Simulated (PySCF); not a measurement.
Bonds broken one at a time in the series Al Br-SH. All species are isolated molecules in the gas phase. One relaxed conformer stands for each flexible species; it need not be the lowest. Strings in code marks are SMILES.

The dipole moment from two functionals at the same geometries (r2SCAN-D4/def2-TZVP), both in PySCF: PBE-D3(BJ)/def2-TZVP and r2SCAN-D4/def2-TZVP. 

```json
[
 {"species": "whole molecule (`[Br][Al]([Br])[Br]`)", "r2SCAN-D4/def2-TZVP (D)": "0.00"},
 {"species": "radical fragment (`[Br]`)", "r2SCAN-D4/def2-TZVP (D)": "0.00"},
 {"species": "radical fragment (`[Br][Al][Br]`)", "r2SCAN-D4/def2-TZVP (D)": "1.30"},
 {"species": "radical fragment (`[SH]`)", "r2SCAN-D4/def2-TZVP (D)": "0.91"}
]
```

Problem. What does PBE-D3(BJ)/def2-TZVP give for each?

Solution. 
- whole molecule (`[Br][Al]([Br])[Br]`): 0.00
- radical fragment (`[Br]`): 0.00
- radical fragment (`[Br][Al][Br]`): 1.18
- radical fragment (`[SH]`): 0.87
Over these rows, drawn at random from the members with no instability flagged (it was tested for open shells, ions and some series alone), PBE minus r2SCAN-D4: mean -0.04 D, from -0.12 D to 0.00 D.
